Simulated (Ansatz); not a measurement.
Input for Ansatz (a first-principles code): R-B3LYP/def2-TZVPP on acetonitrile (SMILES CC#N), atoms moved off the minimum.

Ansatz 0.2 input:
```yaml
crystal:
  periodic: [false, false, false]
  atoms:
    - {symbol: C, position_ang: [-1.15137452, 0.04292287, -0.05565141]}
    - {symbol: C, position_ang: [0.28894819, -0.03337637, -0.03322317]}
    - {symbol: N, position_ang: [1.40224129, -0.01690359, -0.03348280]}
    - {symbol: H, position_ang: [-1.54596331, -0.82507323, -0.65595920]}
    - {symbol: H, position_ang: [-1.57709355, -0.23970529, 1.03158670]}
    - {symbol: H, position_ang: [-1.57798974, 0.90599416, -0.38984010]}
basis:
  gaussian:
    orbitals: def2-TZVPP
hamiltonian:
  xc: {name: B3LYP}
scf: {lower_state_search: off}
output: {forces: true}
```

The log:

```
WARN ansatz: RAYON_NUM_THREADS=1 ignored (pool sized by the plan → 1); use --threads N
Functional definition: B3LYP
these checks for a lower state are left out or cut short: stability, starts, cluster_reference, orbital_swaps, neighbouring_geometries, increment
integrals: 0.03 GiB planned
692 factors; their error is unknown
mean field: 0.38 GiB planned
mean field evaluation 1: about -3606.8462 eV, gradient 5.7e1 eV
mean field evaluation 2: about -3602.2475 eV, gradient 7.0e1 eV
mean field evaluation 4: about -3613.5368 eV, gradient 2.8e0 eV
mean field evaluation 8: about -3613.5559 eV, gradient 3.8e-2 eV
mean field evaluation 16: about -3613.5542 eV, gradient 4.6e-5 eV
mean field -3613.55423116 eV, -132.7956686401 hartree, gradient 3.2e-6 eV, S^2 0.000000; 0 other end points of the search recorded, 0 dependent functions left out
the calculation of the forces begins
reference -3613.55442892 eV, -132.7956759076 hartree; 11, 11 occupied and 124, 124 virtual orbitals, 692 factors
Total energy: -3613.55442892 eV, -132.7956759076 hartree
Atom 0 at    -1.151375     0.042923    -0.055651 Å, force    -0.779004    -4.850955     2.855311 eV/Å
Atom 1 at     0.288948    -0.033376    -0.033223 Å, force    -4.804951     0.648238    -0.129218 eV/Å
Atom 2 at     1.402241    -0.016904    -0.033483 Å, force     5.024223    -0.127585     0.040173 eV/Å
Atom 3 at    -1.545963    -0.825073    -0.655959 Å, force     0.370784     0.913972     0.269746 eV/Å
Atom 4 at    -1.577094    -0.239705     1.031587 Å, force     0.974639     0.957296    -2.207429 eV/Å
Atom 5 at    -1.577990     0.905994    -0.389840 Å, force    -0.785691     2.459035    -0.828583 eV/Å
Dipole moment:    -0.820149    -0.001118    -0.005790 e Å
Checks for a lower state left out: stability, starts, cluster_reference, orbital_swaps, neighbouring_geometries, increment
```

Self-consistency was reached.

Cost: roughly 2.1 core-seconds.
